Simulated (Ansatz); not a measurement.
Reaction: CH2O2 (SMILES C(=O)O) → CH2O2 (parent SMILES O=CO, triplet)
Each species at its own B3LYP-D3(BJ)/def2-TZVP minimum (Ansatz, a quantum-chemistry and plane-wave program), one conformer.

Quantity: adiabatic triplet-singlet gap (electronic), in kcal/mol. Radicals and triplets start from unrestricted determinants; spin-orbit coupling is neglected. CBS(X,Y): correlation extrapolated as X^-3, Hartree-Fock from the larger set. A bracket is a step between two methods taken in the basis named. The functionals are non-relativistic, so their misses hold any scalar relativity. '+ core + X2C': CCSD(T) terms for core correlation (cc-pwCVTZ) and scalar relativity (cc-pVTZ-DK). The spin of CH2O2 (parent SMILES O=CO, triplet) was assumed, and the state is the lowest solution found for it.

CCSD(T)/CBS(cc-pVTZ,cc-pVQZ) + [CCSDT(Q) - CCSD(T)]/cc-pVDZ + core + X2C (Ansatz) gives 105.5 kcal/mol.

How far off this value is PBE/def2-TZVPD (Ansatz), in which direction, and how far these levels: r2SCAN/def2-TZVPD, B3LYP/def2-TZVPD, PBE0/def2-TZVPD, wB97M-V/def2-TZVPD, CCSD(T)/CBS(cc-pVTZ,cc-pVQZ) + core + X2C?

PBE gives 99.8 kcal/mol, 5.7 kcal/mol below it. Differences of the others: r2SCAN/def2-TZVPD (Ansatz) -10.0; B3LYP/def2-TZVPD (Ansatz) -6.9; PBE0/def2-TZVPD (Ansatz) -7.9; wB97M-V/def2-TZVPD (Ansatz) -2.7; CCSD(T)/CBS(cc-pVTZ,cc-pVQZ) + core + X2C (Ansatz) -0.1 kcal/mol.
